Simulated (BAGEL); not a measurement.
**HF/3-21G (density fitting with qzvpp-jkfit) run of C2H3S− (SMILES C=C[S-])**

Aim: the energy change on altering one bond length of C2H3S− at HF/3-21G (density fitting with qzvpp-jkfit), from 2 runs. 

The calculation is run with BAGEL 1.2.2.

1 further run of the same task is left out (set aside as unsound or not needed).

### Step 1. Starting point

The species is C2H3S− (6 atoms), meant as a singlet with charge -1. SMILES: `C=C[S-]`. The shape is that of a GFN2-xTB optimisation.

Bond lengths: C1–C2 1.339 Å, C2–S3 1.705 Å, C1–H4 1.079 Å, C1–H5 1.084 Å, C2–H6 1.095 Å. Angles: C1–C2–S3 127.1°, C1–C2–H6 118.2°, S3–C2–H6 114.7°, C2–C1–H4 121.5°, C2–C1–H5 121.8°, H4–C1–H5 116.7°.

### Step 2. A single-point energy at HF/3-21G (density fitting with qzvpp-jkfit)

input.json

```json
{ "bagel" : [

{
  "title" : "molecule",
  "basis" : "3-21g",
  "df_basis" : "qzvpp-jkfit",
  "angstrom" : true,
  "geometry" : [
    { "atom" : "C", "xyz" : [      -0.460730,       0.221690,      -0.536290 ] },
    { "atom" : "C", "xyz" : [       0.382310,      -0.064990,       0.464320 ] },
    { "atom" : "S", "xyz" : [       0.942830,      -1.607330,       0.925770 ] },
    { "atom" : "H", "xyz" : [      -0.871980,      -0.551520,      -1.166630 ] },
    { "atom" : "H", "xyz" : [      -0.761760,       1.239390,      -0.754870 ] },
    { "atom" : "H", "xyz" : [       0.769320,       0.762760,       1.067700 ] }
  ]
},

{ "title" : "hf", "charge" : -1 },

{ "title" : "print", "file" : "orbitals.molden", "orbitals" : true }

]}
```

The run is started by

```
$ BAGEL_NUM_THREADS=1 BAGEL input.json > input.out
```

The program printed:

```text
* using 1 threads per process

  ===============================================================
  ===============================================================

  *** Geometry ***

  { "atom" : "C", "xyz" : [     -0.870654,      0.418933,     -1.013441 ] },
  { "atom" : "C", "xyz" : [      0.722461,     -0.122813,      0.877438 ] },
  { "atom" : "S", "xyz" : [      1.781690,     -3.037413,      1.749452 ] },
  { "atom" : "H", "xyz" : [     -1.647803,     -1.042222,     -2.204611 ] },
  { "atom" : "H", "xyz" : [     -1.439518,      2.342108,     -1.426498 ] },
  { "atom" : "H", "xyz" : [      1.453804,      1.441407,      2.017661 ] },

  Number of auxiliary basis functions:      332

  Since a DF basis is specified, we compute 2- and 3-index integrals:
    o Being stored without compression. Storage requirement is 0.004 GB

  Number of basis functions:       37
  Number of electrons      :       31

    * METHOD: MOLECULE                             0.12

  *** RHF ***

  === Nuclear Repulsion ===
    85.2877944158

      * DIIS with orbital gradients will be used.

  === RHF iteration (3-21g) ===
      0       -472.52913949          0.01958339           0.03
      1       -472.59283756          0.00486369           0.03
      2       -472.59793017          0.00147580           0.02
      3       -472.59839169          0.00039929           0.02
      4       -472.59842778          0.00015477           0.02
      5       -472.59843852          0.00003167           0.02
      6       -472.59843901          0.00000731           0.02
      7       -472.59843902          0.00000240           0.02
      8       -472.59843903          0.00000043           0.02
      9       -472.59843903          0.00000017           0.02
     10       -472.59843903          0.00000007           0.02
     11       -472.59843903          0.00000002           0.02
     12       -472.59843903          0.00000001           0.02
    * SCF iteration converged.

    * Permanent dipole moment:
           (    0.436387,    -1.098554,     0.376387) a.u.

    * METHOD: HF                                   0.45

    * METHOD: PRINT                                0.00

  ===============================================================
```

Wall time 1.1 s (1 thread of Intel Xeon at 2.50GHz (Skylake/Cascade Lake), shared host).

### Step 3. The distorted shape

hf.json

```json
{ "bagel" : [

{
  "title" : "molecule",
  "basis" : "3-21g",
  "df_basis" : "qzvpp-jkfit",
  "angstrom" : true,
  "geometry" : [
    { "atom" : "C", "xyz" : [   -0.255123,    0.608261,   -0.221148 ] },
    { "atom" : "C", "xyz" : [    0.587917,    0.321581,    0.779462 ] },
    { "atom" : "S", "xyz" : [    1.148437,   -1.220759,    1.240912 ] },
    { "atom" : "H", "xyz" : [   -0.871980,   -0.551520,   -1.166630 ] },
    { "atom" : "H", "xyz" : [   -0.556153,    1.625961,   -0.439728 ] },
    { "atom" : "H", "xyz" : [    0.974927,    1.149331,    1.382842 ] }
  ]
},
{ "title" : "hf", "charge" : -1 },
{ "title" : "print", "file" : "orbitals.molden", "orbitals" : true }

]}
```

The run is started by

```
$ BAGEL_NUM_THREADS=1 BAGEL hf.json > hf.out
```

The program printed:

```text
* using 1 threads per process

  ===============================================================
  ===============================================================

  *** Geometry ***

  { "atom" : "C", "xyz" : [     -0.482113,      1.149447,     -0.417909 ] },
  { "atom" : "C", "xyz" : [      1.111002,      0.607700,      1.472970 ] },
  { "atom" : "S", "xyz" : [      2.170231,     -2.306900,      2.344984 ] },
  { "atom" : "H", "xyz" : [     -1.647803,     -1.042222,     -2.204611 ] },
  { "atom" : "H", "xyz" : [     -1.050977,      3.072621,     -0.830965 ] },
  { "atom" : "H", "xyz" : [      1.842345,      2.171921,      2.613193 ] },

  Number of auxiliary basis functions:      332

  Since a DF basis is specified, we compute 2- and 3-index integrals:
    o Being stored without compression. Storage requirement is 0.004 GB

  Number of basis functions:       37
  Number of electrons      :       31

    * METHOD: MOLECULE                             0.19

  *** RHF ***

  === Nuclear Repulsion ===
    83.7284101119

      * DIIS with orbital gradients will be used.

  === RHF iteration (3-21g) ===
      0       -472.43635040          0.01926622           0.03
      1       -472.50558845          0.00506432           0.02
      2       -472.51213595          0.00185727           0.02
      3       -472.51294652          0.00045005           0.02
      4       -472.51301148          0.00021822           0.02
      5       -472.51302717          0.00004800           0.02
      6       -472.51302808          0.00001834           0.02
      7       -472.51302814          0.00000637           0.03
      8       -472.51302815          0.00000158           0.02
      9       -472.51302815          0.00000060           0.03
     10       -472.51302815          0.00000016           0.03
     11       -472.51302815          0.00000006           0.02
     12       -472.51302815          0.00000002           0.02
     13       -472.51302815          0.00000001           0.02
    * SCF iteration converged.

    * Permanent dipole moment:
           (    0.268919,    -1.264728,     0.142890) a.u.

    * METHOD: HF                                   0.50

    * METHOD: PRINT                                0.00

  ===============================================================
```

It took 1.3 s on 1 thread of Intel Xeon at 2.50GHz (Skylake/Cascade Lake), shared host.

### Step 4. Results

Level: HF/3-21G (density fitting with qzvpp-jkfit).

```
                                                              quantity          value
                                             first shape: total energy  -472.59844 Eh
                                              first shape: HOMO energy       -1.63 eV
                                              first shape: LUMO energy       10.55 eV
    first shape: HOMO–LUMO gap (to an unbound level, set by the basis)       12.18 eV
                                         distorted shape: total energy  -472.51303 Eh
                                          distorted shape: HOMO energy       -1.78 eV
                                          distorted shape: LUMO energy        9.67 eV
distorted shape: HOMO–LUMO gap (to an unbound level, set by the basis)       11.45 eV
     energy change with the C1–H4 bond stretched from 1.079 to 1.618 Å       2.324 eV
```

**Reading.** With the C1–H4 bond stretched from 1.079 to 1.618 Å the energy rises by 2.32 eV (54 kcal/mol). The first shape isn't relaxed at this level, so the change isn't measured from a minimum.
